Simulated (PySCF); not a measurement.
Compound: aziridine, C2H5N.
Numbering: `[CH2:1]1[CH2:2][NH:3]1` (hydrogens: H4, H5 on C1; H6, H7 on C2; H8 on N3)

Method: TDDFT PBE0/def2-SVPD, vertical, gas phase, core orbitals frozen in the response in PySCF 2.14.0, density-fitted response routines. Isolated species at its PBE0-D3(BJ)/def2-SVP geometry, gas phase.

Computed states:

```json
{"state": "S1", "E (eV)": "6.73", "f": "0.0017"}
{"state": "S2", "E (eV)": "7.55", "f": "0.033"}
{"state": "S3", "E (eV)": "7.60", "f": "0.0064"}
{"state": "S4", "E (eV)": "8.29", "f": "0.079"}
{"state": "S5", "E (eV)": "8.90", "f": "0.041"}
{"state": "S6", "E (eV)": "8.98", "f": "0.015"}
{"state": "S7", "E (eV)": "9.41", "f": "0.0067"}
{"state": "S8", "E (eV)": "9.48", "f": "0.0006"}
{"state": "S9", "E (eV)": "9.80", "f": "0.061"}
{"state": "S10", "E (eV)": "9.80", "f": "0.052"}
```

Broadening: Gaussians 0.5 eV wide at half height, area fixed by f = 4.319×10⁻⁹ ∫ε dν̃. The width is an assumption, not a result. The curve ends short of the highest state used, and states not computed would add to its high-energy end.

(1) What does the envelope look like, and where are its maxima?

(2) On this curve, what absorbance would a 10⁻³ mol/L sample give at 193 nm over a 1 cm path?

(3) Coming from long wavelengths, where does ε first pass 100 L mol⁻¹ cm⁻¹?

Answers

(1) 
```csv
E (eV),ε (L mol⁻¹ cm⁻¹)
5.98,0
6.04,0
6.10,1
6.16,2
6.22,5
6.28,9
6.34,17
6.39,25
6.45,38
6.51,54
6.57,70
6.63,83
6.69,92
6.74,95
6.80,93
6.86,89
6.92,88
6.98,101
7.04,143
7.10,230
7.15,351
7.21,564
7.27,852
7.33,1196
7.39,1553
7.45,1866
7.50,2048
7.56,2133
7.62,2064
7.68,1872
7.74,1625
7.80,1415
7.85,1332
7.91,1407
7.97,1702
8.03,2201
8.09,2831
8.15,3474
8.21,3991
8.26,4238
8.32,4260
8.38,3996
8.44,3538
8.50,3028
8.56,2609
8.61,2404
8.67,2363
8.73,2510
8.79,2752
8.85,2972
8.91,3066
8.97,2981
9.02,2773
9.08,2408
9.14,1999
9.20,1639
```

Maxima: 184 nm (6.75 eV), ε about 95, made up of S1 (98%); 164 nm (7.56 eV), ε about 2100, made up of S2 (83%) and S3 (16%); 149 nm (8.29 eV), ε about 4300, made up of S4 (99%); 139 nm (8.91 eV), ε about 3100, made up of S5 (72%) and S6 (25%) (ε in L mol⁻¹ cm⁻¹; maxima over ε = 5, shares over 10%).

(2) 193 nm is 6.424 eV, where ε is about 32 L mol⁻¹ cm⁻¹, so A = ε c l ≈ 0.032 (Beer–Lambert, with the gas-phase spectrum and the assumed width).

(3) At about 178 nm (6.98 eV), 0.24 eV above S1.

The vertical ionisation energy is 9.74 eV (ΔSCF), so S9 and higher lie in the continuum; a finite Gaussian basis only mimics such states.

Hardware: an Arm Neoverse V1 with one thread, shared host with 32 logical CPUs at a one-minute load of 16. Cost: 7.6 s, 0.44 GiB resident at most.
